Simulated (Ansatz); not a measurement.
# NH4+ (singlet): from Hartree-Fock to the top rungs at scale of all distances = 1.000, cc-pVDZ

Aim: climb from Hartree-Fock through coupled cluster and multireference methods for NH4+ (singlet) at one geometry and basis, and see what each rung misses.

Program: Ansatz 0.2.0, Gaussian basis. Level of theory: cc-pVDZ, core rule «outside noble gas», up to 1 orbitals frozen. These are calculated values, not measurements.

Plan: UHF; CCSD(T) on RHF; BCCD(T) on RHF; CISD; CCSDT(Q) on RHF; CASSCF and MRCISD+Q, 2 electrons in 2 orbitals; CASSCF and NEVPT2, 2 electrons in 2 orbitals; CASSCF and MRCISD+Q, 8 electrons in 8 orbitals; CASSCF and NEVPT2, 8 electrons in 8 orbitals.

14 further runs of the same task are left out: 1 for a mislabelled method, 1 for a known fault of the program, 10 that didn't finish, 2 set aside as unsound or not needed.

### 1 The system

The geometry derives from a PBE0/def2-TZVP stationary point (not a proven minimum). All distances are scaled together.

5 atoms, charge 1, spin multiplicity 1.

Atoms are counted from 1 here; the program's logs count them from 0.

Bond lengths: N1–H2 1.024 Å, N1–H3 1.024 Å, N1–H4 1.024 Å, N1–H5 1.024 Å. Angles: H2–N1–H3 109.5°, H2–N1–H4 109.5°, H2–N1–H5 109.5°, H3–N1–H4 109.5°, H3–N1–H5 109.5°, H4–N1–H5 109.5°.

### 2 UHF

in.yaml

```yaml
crystal:
  periodic: [false, false, false]
  atoms:
    - {symbol: N, position_ang: [0.000000, 0.000000, 0.000000]}
    - {symbol: H, position_ang: [0.590343, 0.592302, 0.590214]}
    - {symbol: H, position_ang: [-0.592921, -0.588246, 0.591684]}
    - {symbol: H, position_ang: [-0.588983, 0.589598, -0.594267]}
    - {symbol: H, position_ang: [0.591561, -0.593654, -0.587631]}
basis:
  gaussian: {orbitals: cc-pVDZ}
total_charge: 1
magnetization: {spin_polarized: true, initial_magnetization: 0}
hamiltonian: {xc: hf}
output: {orbitals: {seedname: orbitals}}
```

Run with:

```sh
> ansatz run in.yaml --threads 1 --pin off --events-out ev --progress --plain --max-ram 2393MiB
```

The runs that follow: CCSD(T) on RHF; BCCD(T) on RHF; CISD; CCSDT(Q) on RHF; CASSCF and MRCISD+Q, 2 electrons in 2 orbitals; CASSCF and NEVPT2, 2 electrons in 2 orbitals; CASSCF and MRCISD+Q, 8 electrons in 8 orbitals; CASSCF and NEVPT2, 8 electrons in 8 orbitals.

Q: Predict the results of all the runs planned. Wanted: RCCSDT(Q) below the RHF energy; RMP2 from RCCSDT(Q); RCCSD from RCCSDT(Q); RCCSD(T) from RCCSDT(Q); NEVPT2 pair from RCCSDT(Q); MRCISD+Q pair from RCCSDT(Q); NEVPT2 valence from RCCSDT(Q); T1 diagnostic; effectively unpaired electrons.

**Answer**, as computed:

| quantity | value |
| --- | --- |
| RCCSDT(Q) below the RHF energy | -5.6594 eV |
| RMP2 from RCCSDT(Q) | +610.3 meV |
| RCCSD from RCCSDT(Q) | +114.3 meV |
| RCCSD(T) from RCCSDT(Q) | +14.4 meV |
| NEVPT2 pair from RCCSDT(Q) | +607.2 meV |
| MRCISD+Q pair from RCCSDT(Q) | +18.4 meV |
| NEVPT2 valence from RCCSDT(Q) | +642.4 meV |
| levels within 1 kcal/mol (43 meV) | RCCSD(T), BCCD(T), RCCSDT, MRCISD+Q pair, MRCISD+Q valence |
| T1 diagnostic | 0.005 |
| effectively unpaired electrons | 0.01 |

What this shows: RCCSD(T) misses by +14.4 meV, 0.3 % of the correlation energy. One determinant dominates. Of the multireference levels listed MRCISD+Q valence comes nearest in total energy (-2.3 meV), which doesn't show that its space is the better one. These misses are within one basis, not against nature.
